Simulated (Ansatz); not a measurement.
One stationary structure of InP. Space group F-43m (No. 216), zinc blende type. Calculation: PBE (plane waves to 420 eV, PAW, scalar-relativistic; Ansatz, an electronic-structure program).

```cif
data_In4P4
_chemical_formula_sum 'P4 In4'
_space_group_name_H-M_alt 'F-43m'
_space_group_IT_number 216
_space_group_name_Hall 'F -4 2 3'
_cell_length_a 5.95921
_cell_length_b 5.95921
_cell_length_c 5.95921
_cell_angle_alpha 90.000
_cell_angle_beta 90.000
_cell_angle_gamma 90.000
loop_
_atom_site_label
_atom_site_type_symbol
_atom_site_symmetry_multiplicity
_atom_site_Wyckoff_symbol
_atom_site_fract_x
_atom_site_fract_y
_atom_site_fract_z
_atom_site_occupancy
P1 P 4 c 0.25000 0.25000 0.25000 1
In1 In 4 a 0.00000 0.00000 0.00000 1
```
(The calculation used a cell of 2 atoms; values per cell refer to that cell.)

Question: What is the computed band gap (PBE)?

Answer: 0.44 eV, direct at Γ (no spin-orbit coupling).

No spin polarisation in the result.

Measured for InP: a 5.858 Å (static lattice; corrected from measurement; as listed in Daniel Mejia-Rodriguez, S. B. Trickey, Phys. Rev. B (2018)); gap 1.47 eV (static lattice; corrected from measurement; as listed in Wei Chen et al., Physical Review Materials (2018)). Computed minus measured — a: PBE +1.7 %; gap: PBE -1.03 eV. The computed values are for a static lattice, and a measured gap can be an optical one, lowered by exciton binding.

The run could not lose the symmetry of its start.

All atoms sit on sites fixed by symmetry, so only the cell could relax.
